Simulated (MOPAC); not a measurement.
MOPAC input (AM1):

```
AM1 1SCF GEO-OK AUX(PRECISION=9) THREADS=1
C2H6OS

S     0.00008847 1    0.23160742 1   -0.44340035 1
O    -0.00913114 1    1.47909038 1    0.36871709 1
C     1.35685821 1   -0.79445686 1    0.19502839 1
C    -1.34932659 1   -0.80911957 1    0.18682947 1
H     1.25281814 1   -0.88687215 1    1.27606774 1
H    -2.27826206 1   -0.29833962 1   -0.06004470 1
H     1.34325030 1   -1.77162955 1   -0.28833934 1
H     2.28168311 1   -0.27363282 1   -0.04622945 1
H    -1.32220226 1   -1.78607156 1   -0.29641485 1
H    -1.25084331 1   -0.90043755 1    1.26848240 1
```

Task: What heat of formation does the run end on, and which ionisation energy by Koopmans theorem?

Result: -35.21 kcal/mol; 9.64 eV.
